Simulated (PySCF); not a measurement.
O: ionisation energy

O [He] 2s2 2p4 (3P) → O⁺ [He] 2s2 2p3 (4S), as a difference of total energies. Computed with PySCF 2.14 in x2c-TZVPall (5s3p2d1f, 31 functions), with the spin-free X2C one-electron Hamiltonian (Gaussian nucleus). Correlated levels: valence: 1s2 frozen. The calculations carry no spin-orbit coupling.

```
           method  ionisation energy (eV)  error (eV)
              UHF                  12.007      -1.601
             MN15                  13.867      +0.259
             PBE0                  13.814      +0.206
    MP2 (valence)                  13.249      -0.359
SCS-MP2 (valence)                  13.344      -0.264
   CCSD (valence)                  13.285      -0.323
CCSD(T) (valence)                  13.320      -0.288
```

Reference: 13.608 eV (measured; NIST levels, between the centres of gravity of the two terms).

Errors of the correlated levels include the incompleteness of this basis and the frozen core.
